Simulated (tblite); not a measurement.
Species: C5H11O (doublet state).
SMILES: `CC(C)(C)C[O]`

Level: GFN2-xTB in tblite, geometry and Hessian alike; calculated harmonic values, unscaled, isolated species. The method is semi-empirical: single wavenumbers can be off by several per cent or more. Open shells enter through the occupations alone, without spin polarisation, and single modes of such species can be off by tens of per cent.

Harmonic wavenumbers (cm⁻¹): 102.0, 109.6, 192.3, 225.6, 241.9, 298.4, 326.2, 377.8, 406.4, 462.7, 496.0, 647.9, 842.3, 955.3, 957.8, 970.6, 1020.2, 1021.3, 1094.8, 1198.2, 1218.0, 1260.6, 1270.4, 1303.0, 1394.8, 1397.2, 1419.5, 1456.1, 1460.7, 1476.9, 1481.2, 1483.8, 1483.9, 1501.7, 2693.8, 2732.6, 3010.6, 3012.5, 3018.8, 3032.1, 3036.5, 3039.1, 3040.1, 3053.3, 3056.3.

A = 4432, B = 2728, C = 2728 MHz; mass 87.081 u (most abundant isotopes); point group Cs, symmetry number 1; spin multiplicity 2.

Q: Zero-point energy?

A: ½Σν̃ = 32140 cm⁻¹ = 384.49 kJ/mol.

Q: Give the ideal-gas entropy at 298.15 K and 1 bar in the rigid-rotor, harmonic-oscillator model (classical rotation).

A: Translation 164.56, rotation 111.63, vibration 84.29, spin (R ln 2) 5.76: S = 366.2 J/(mol K).

Q: And Cp and H(298.15 K) − H(0)?

A: Cp = 132.50 J/(mol K), of which vibrations give 99.24 (their classical limit is 45 R = 374.2); H(298.15 K) − H(0) = 24.41 kJ/mol without the zero-point energy, 14.49 from vibrations.

Q: What must be added to the electronic energy to get the Gibbs energy at 298.15 K and 1 bar?

A: ZPE + [H(298.15 K) − H(0)] − T·S = 384.49 + 24.41 − 109.20 = 299.70 kJ/mol.

Q: Which modes carry the vibrational entropy at 298.15 K?

A: 102.0 cm⁻¹: 14.29; 109.6 cm⁻¹: 13.71; 192.3 cm⁻¹: 9.23; 225.6 cm⁻¹: 8.01; 241.9 cm⁻¹: 7.48; 298.4 cm⁻¹: 5.97 J/(mol K); the other 39 give 25.61 together.

Q: Blend soft modes into free rotors: weight 1/[1 + (100 cm⁻¹/ν̃)⁴] for the oscillator and the rest for a rotor with moment μB/(μ + B), μ = h/(8π²ν), B = 10⁻⁴⁴ kg m². What vibrational entropy results?

A: 82.35 J/(mol K) in place of 84.29, which changes −T·S at 298.15 K by +0.58 kJ/mol.

Q: How do the functions run with temperature in this model?

A: 
```tsv
T (K)	S (J/(mol K))	Cp (J/(mol K))	H − H(0) (kJ/mol)	G − H(0) (kJ/mol)	ln q(vib)
150	293.3	84.8	8.29	-35.72	1.47
250	344.3	117.0	18.40	-67.68	3.35
400	409.9	165.8	39.60	-124.34	6.30
600	488.2	222.0	78.65	-214.30	10.25
900	590.1	280.2	154.63	-376.49	15.98
```

q(vib) and H(0) count from the zero-point level.

Hindered rotation and anharmonicity are outside this model.

On one thread, Arm Neoverse V2 (aarch64), shared host, this took 0.33 s. The figure is for the frequency step alone.

Shape of the structure used: `[CH3:1][C:2]([CH3:3])([CH3:4])[CH2:5][O:6]`: C1–C2–C5–O6 180°.
